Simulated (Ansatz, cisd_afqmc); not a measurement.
System: N$_{2}$, charge 0, singlet. N2 (molecular nitrogen, SMILES N#N).
B3LYP-D3(BJ)/def2-TZVP minimum from Ansatz (a program for electronic structure):
```
N
N 1 1.0909
```

Total energies in cc-pVQZ, 10 correlated electrons, 2 frozen orbitals. Open shells are spin-unrestricted; no spin-orbit coupling. Correlated methods leave the cores frozen. No relativity. The Monte Carlo rows (phaseless AFQMC, CISD trial, step 0.005/hartree) carry one-sigma bars that omit the constraint's bias. Outlying blocks are dropped, and bars are widened where a walk drifts. Over all cases where full CI ran beside it in this data, AFQMC minus full CI had a median of +0.1 mEh and passed +0.4 mEh in a tenth of the cases.

```csv
method,program,energy (Eh),minus CCSDT(Q) (mEh)
HF,Ansatz,-108.99234,413.29
MP2,Ansatz,-109.38929,16.33
CCSD,Ansatz,-109.38425,21.37
CCSD(T),Ansatz,-109.40415,1.47
CCSDT(Q),Ansatz,-109.40563,0.00
AFQMC/CISD,cisd_afqmc,-109.4050 ± 0.0003,0.6 ± 0.3
```

Rough core times of Ansatz's runs on a shared machine: CCSD(T) under 20 s, CCSDT(Q) 5 min.
